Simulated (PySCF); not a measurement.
Structure with atom numbers: `[CH3:1][CH2:2][C:3]([CH3:4])([CH3:5])[CH3:6]`. Hydrogens are named by the atom that carries them.

GIAO shifts from PySCF on PBE0-D3(BJ)/def2-TZVP geometries (one conformer, non-relativistic, equivalent nuclei averaged), against TMS at the same level and in the same medium; PCM means IEF-PCM chloroform.

Measured (solution, not stated in the table (CDCl3 in this author's series); The use of chemical shift calculations in the conformational analysis of substituted benzenes, New J. Chem. 2019 (ESI)): H(C2) 1.21, H(C1) 0.82, H(C4)/H(C5)/H(C6) 0.86 ppm.

Which unscaled values do B97-2/pcSseg-2, gas; WP04/pcSseg-2, PCM; wB97X-D/pcSseg-2, PCM give, and how close are they?

Answers


```csv
atoms,measured,"B97-2/pcSseg-2, gas","WP04/pcSseg-2, PCM","wB97X-D/pcSseg-2, PCM"
H(C2),1.21,1.24,1.20,1.21
H(C1),0.82,0.90,0.88,0.89
H(C4)/H(C5)/H(C6),0.86,0.89,0.86,0.89
```

Mean absolute error for ¹H: B97-2/pcSseg-2, gas 0.05, WP04/pcSseg-2, PCM 0.02, wB97X-D/pcSseg-2, PCM 0.03 ppm.
